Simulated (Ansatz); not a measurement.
Structure relaxation of Hf

Level of theory: DFT PBEsol, scalar-relativistic, plane waves, PAW in Ansatz.

The start puts Hf on the beta-tin structure type (I4_1/amd, No. 141), at a guessed volume.

Input of the last, converged step (default PAW datasets):

```yaml
crystal:
  lattice:
    - [-2.7566158009, 2.7566158009, 1.503784805]
    - [2.7566158009, -2.7566158009, 1.503784805]
    - [2.7566158009, 2.7566158009, -1.503784805]
  atoms:
    - { symbol: Hf, position: [0.0, 0.0, 0.0] }
    - { symbol: Hf, position: [0.75, 0.25, 0.5] }
basis:
  ecutwfc: 420
kpoints:
  mp_grid: { grid: [20, 20, 20] }
hamiltonian:
  xc: pbesol
scf:
  occupations: { method: gaussian, width: 0.1 }
output:
  forces: true
  stress: true
  eigenvalues: true
relax:
  adjacent_minimum: "off"
  f_tol: 0.01
  max_steps: 80
  cell: { stress_tol: 0.05 }
```

It can be run as:

```bash
ansatz run input.yaml --threads 1 --pin off --backend cpu --events-out ev --progress --plain --runs-dir out  # memory cap (--max-ram) not shown
```

End of the output:

```
SCF converged after 7 iterations
Free energy (F): -31194.757862 eV
Harris-Foulkes:  -31194.757862 eV  (|F-HF|=0.00e0)
Internal energy: -31194.746331 eV  (E = F + TS)
E sigma→0 (E₀):  -31194.752096 eV
Entropy (-TS):   -0.011530 eV (-5.765 meV/atom)
Fermi energy:    19.445594 eV
--- Per-component energies (eV) ---
  E_band       = 69.611016
  E_kinetic    = 854.644361
  E_local      = -10313.890428  (includes V_loc(G=0)·N_el)
  E_nonlocal   = -2477.022186
  E_hartree    = 4852.099231
  E_xc         = -596.721856
  E_vxc        = -533.565309  (∫ρ·V_xc dr)
  E_paw        = -13615.722894  (= ΣΔE_a)
  E_vpaw       = 2835.246160  (= ΣTr[D̂ρ^β])
  E_aug_tail   = -0.000003  (compensation charges beyond the density's cutoff)
  E_ewald      = -9900.634739
  E_core_change = 2.502183  (= ΣΔE_core)
  E_smearing   = -0.011530  (= −TS)
  E_closure    = 0.000000  (closes the sum)
  Σ components = -31194.757862   (vs F -31194.757862, Δ=0.00e0)
--- Forces (eV/Å), atoms counted from 1 ---
  atom   1  Hf     0.00000000     0.00000000     0.00000000
  atom   2  Hf     0.00000000     0.00000000     0.00000000
  max |Σ_I F_I| component: 4.16e-17 eV/Å
--- Stress (GPa, compression-positive) ---
       -0.001032       0.000000       0.000000
        0.000000      -0.001032       0.000000
        0.000000       0.000000      -0.003703
  P = ⅓ Tr σ = -0.0019 GPa (-0.019 kbar)
--- Relaxed structure (4 steps of the walk, 3 accepted, 1 SCFs on fresh bases) ---
  F+E_penalty+E_count = -31194.75786161 eV   max|allowed force component| = 6.939e-18 eV/Å   (the final SCF, on the basis selected at the relaxed cell)
  cell:  # Å, volume = 44.3850 Å³
    - [-2.734911, 2.734911, 1.483509]
    - [2.734911, -2.734911, 1.483509]
    - [2.734911, 2.734911, -1.483509]
  atoms:
    - { symbol: Hf, position: [0.000000, 0.000000, 0.000000] }
    - { symbol: Hf, position: [0.75, 0.250000, 0.5] }
```

Total energies depend on the potentials used, so only differences within one code and one set of settings carry meaning.

The result has space group I4_1/amd (No. 141). Hf has 6 Hf at 2.83–2.97 Å.

It lies 0.65 eV/atom above the element's standard state at the same level.

For metals, differences of a few meV/atom aren't resolved. Spin–orbit coupling is left out.

A structure relaxed within its symmetry needn't be a true minimum.